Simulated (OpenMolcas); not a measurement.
# AlH3 (SMILES [AlH3]): the vertical electron affinity from total energies

The species is AlH3 (4 atoms), meant as a singlet with charge 0. As SMILES, `[AlH3]`. Geometry: relaxed at PBE0-D4/def2-TZVP.

```xyz
4

Al    0.0137   -0.0148   -0.0051
H     0.6332    0.6709    1.2836
H    -1.3408   -0.8320    0.1051
H     0.7494    0.1157   -1.4039
```

Both states at this one shape; open shells run unrestricted unless said. 1 Eh = 27.2114 eV.

```tsv
level	program	singlet AlH3 (Eh)	doublet [AlH3]− (Eh)
BLYP/def2-TZVPPD	OpenMolcas	-244.199875	-244.198356
r2SCAN/def2-TZVPPD	OpenMolcas	-244.168120	-244.177486
M06-2X/def2-TZVPPD	OpenMolcas	-244.170745	-244.172291
```

Task: Work out the vertical electron affinity, E(N) − E(N+1), at each level.

Result: 
1. BLYP/def2-TZVPPD: -244.199875 − (-244.198356) = -0.001519 Eh = -0.04 eV.
2. r2SCAN/def2-TZVPPD: -244.168120 − (-244.177486) = 0.009366 Eh = 0.25 eV.
3. M06-2X/def2-TZVPPD: -244.170745 − (-244.172291) = 0.001546 Eh = 0.04 eV.

No measured value is set beside it here; the levels span -0.04 to 0.25 eV. A negative affinity means an unbound electron, and its size is set by the basis.
